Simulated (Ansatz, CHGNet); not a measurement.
Rhombohedral A7 As: properties by level of theory

Reference values: lattice constant a 3.760 Å (measured, 4 K, not corrected to a static lattice; as tabulated in Schiferl, Barrett, J. Appl. Cryst. 2, 30 (1969), as in the American …); lattice parameter c 10.441 Å (measured, 4 K, not corrected to a static lattice; as tabulated in Schiferl, Barrett, J. Appl. Cryst. 2, 30 (1969), as in the American …).

| level (code) | lattice constant a (Å) | c axis length (Å) |
|---|---|---|
| CHGNet 0.3.0 (CHGNet) | 3.715 | 15.923 |
| CHGNet-r²SCAN (CHGNet) | 3.643 | 20.434 |
| rVV10 (Ansatz) | 3.838 | 11.202 |
| r²SCAN+rVV10 (Ansatz) | 3.759 | 10.736 |
| HSE06 (Ansatz) | 3.731 | 11.188 |

Differences from the reference values (errors of the level alone only where the reference is corrected to a static lattice):

```tsv
level	lattice constant a (%)	lattice parameter c (%)
CHGNet 0.3.0	-1.20	+53
CHGNet-r²SCAN	-3.11	+96
rVV10	+2.07	+7.29
r²SCAN+rVV10	-0.03	+2.83
HSE06	-0.77	+7.15
```

Nearest: lattice constant a, not ranked (one source); lattice parameter c, not ranked (one source).

Machine-learned potentials (CHGNet 0.3.0, CHGNet-r²SCAN) are trained on DFT data, which may include these solids.

Caveats: the cell comes from a level without a dispersion term, which matters for the spacing of layers, chains or molecules (HSE06); the cell moved over 20 % in volume from its start (CHGNet 0.3.0, CHGNet-r²SCAN). Ansatz's density-functional and Hartree–Fock values are scalar-relativistic unless marked +SOC, with PAW data made under PBE.

Differences are worked out from the printed values.

Computed values are for the static lattice.

Ansatz is a quantum-chemistry and plane-wave program.
